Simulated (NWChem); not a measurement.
## Atomisation of Li2

SMILES: [Li][Li]
```xyz
2

Li     0.0000     0.0000     1.3762
Li     0.0000     0.0000    -1.3762
```
Charge 0, spin multiplicity 1.

The numbers come from NWChem runs, not from measurements. The geometry was optimised at B3LYP/def2-SVP, a minimum by its harmonic frequencies.

Basis set: def2-TZVP. The atomisation energy is electronic alone: no zero-point, thermal, spin-orbit or counterpoise terms. No value is extrapolated to the basis-set limit. Free atoms are single determinants with multiplicities Li 2.

The correlated methods freeze no orbitals. B3LYP has NWChem's definition, with VWN1-RPA local correlation. The structure started from a generated list of species. No SCF solution was tested for a lower state. Open-shell Hartree-Fock references start from PBE0 orbitals.

Question: One of these methods gave an atomisation energy of 20.1 kcal/mol. Which?
(A) M06-2X
(B) BP86
(C) MP2
(D) HF

Answer: B, BP86. The others give 3.5 (HF), 23.8 (M06-2X), 12.9 (MP2).
